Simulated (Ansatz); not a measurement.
## Anthracene C₁₄H₁₀

All values below come from r²SCAN (plane waves, PAW; Ansatz, an electronic-structure program).

Cell: relaxed at this level.

For anthracene C₁₄H₁₀, the lattice energy is 44 kJ/mol and the volume per molecule is 239.25 Å³.

Note: the cell comes from a level without a dispersion term, which matters for the spacing of layers, chains or molecules.

The computed numbers hold no vibrational or temperature effects.
